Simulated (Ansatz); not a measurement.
# BSiH₅ (singlet): wave-function methods side by side, cc-pVDZ

An exercise on one series of results from a longer session: the logs are not shown, and one member is left open.

Program: Ansatz 0.2.0, Gaussian basis. Level of theory: cc-pVDZ, core rule «outside noble gas», up to 6 orbitals frozen. These are calculated values, not measurements.

To be run: UHF; CCSD(T) on RHF; CCSD(T) on UHF; BCCD(T) on RHF; CISD; CCSDT(Q) on RHF; CCSDT(Q) on UHF; CASSCF and MRCISD+Q, 8 electrons in 8 orbitals; CASSCF and NEVPT2, 8 electrons in 8 orbitals.

23 further runs of the same task are left out: 10 that didn't finish, 13 set aside as unsound or not needed. Runs told in other sessions of the task aren't counted.

## The system

The geometry is a PBE0/def2-TZVP stationary point (not a proven minimum) of the parent state, kept for this charge and spin.

7 atoms, charge 0, spin multiplicity 1.

Atoms are counted from 1 here; the program's logs count them from 0.

Bond lengths: Si1–B2 2.095 Å, Si1–H3 1.484 Å, Si1–H4 1.484 Å, Si1–H5 1.485 Å, B2–H6 1.205 Å, B2–H7 1.205 Å. Angles: B2–Si1–H3 106.7°, B2–Si1–H4 106.7°, B2–Si1–H5 110.0°, H3–Si1–H4 112.0°, H3–Si1–H5 110.6°, H4–Si1–H5 110.6°, Si1–B2–H6 89.3°, Si1–B2–H7 89.3°, H6–B2–H7 131.0°.

As a file:

```
Si   -0.01826    0.00000    0.58006
B     0.12798    0.00000   -1.51031
H     0.66194   -1.23070    1.05511
H     0.66194    1.23070    1.05511
H    -1.44596    0.00000    0.98906
H    -0.37089   -1.09656   -1.53140
H    -0.37089    1.09656   -1.53140
```

Set-up of the first run:

in.yaml

```yaml
crystal:
  periodic: [false, false, false]
  atoms:
    - {symbol: Si, position_ang: [-0.018261, 0.000000, 0.580059]}
    - {symbol: B, position_ang: [0.127982, -0.000001, -1.510314]}
    - {symbol: H, position_ang: [0.661937, -1.230696, 1.055108]}
    - {symbol: H, position_ang: [0.661938, 1.230696, 1.055107]}
    - {symbol: H, position_ang: [-1.445963, 0.000001, 0.989065]}
    - {symbol: H, position_ang: [-0.370895, -1.096559, -1.531404]}
    - {symbol: H, position_ang: [-0.370894, 1.096559, -1.531405]}
basis:
  gaussian: {orbitals: cc-pVDZ}
magnetization: {spin_polarized: true, initial_magnetization: 0}
hamiltonian: {xc: hf}
output: {orbitals: {seedname: orbitals}}
```

On the command line:

```
$ ansatz run in.yaml --threads 1 --pin off --events-out ev --progress --plain --max-ram 2393MiB
```

Steps of the session up to this table: UHF; CCSD(T) on RHF; CCSD(T) on UHF; BCCD(T) on RHF; CISD; CCSDT(Q) on RHF; CCSDT(Q) on UHF; CASSCF and MRCISD+Q, 8 electrons in 8 orbitals; CASSCF and NEVPT2, 8 electrons in 8 orbitals.

One table of the session follows, with a row left open; its other results are not shown here.

```
         method  from RCCSDT(Q) (meV)
            RHF               +6777.6
            UHF               +6768.9
           RMP2               +1452.9
           CISD                     ?
          RCCSD                +194.2
       RCCSD(T)                 +37.9
        BCCD(T)                 +37.6
         RCCSDT                  +6.8
      RCCSDT(Q)                     0
CASSCF frontier               +5025.5
NEVPT2 frontier               +1421.9
```

Q: Estimate the row for CISD from the others.

The run gave: from RCCSDT(Q) (meV): +768.0. In the column «from RCCSDT(Q) (meV)» it lies between RCCSD (+194.2) and NEVPT2 frontier (+1421.9).

Not comparable, so not listed: CCSD(T) on UHF; CASSCF and MRCISD+Q, 8 electrons in 8 orbitals (they don't share determinant, frozen orbitals or solution with the rows shown, or repeat one).

To keep in mind: Warnings: restricted reference is unstable; spin contamination. Warnings in the runs' records: passed over end.
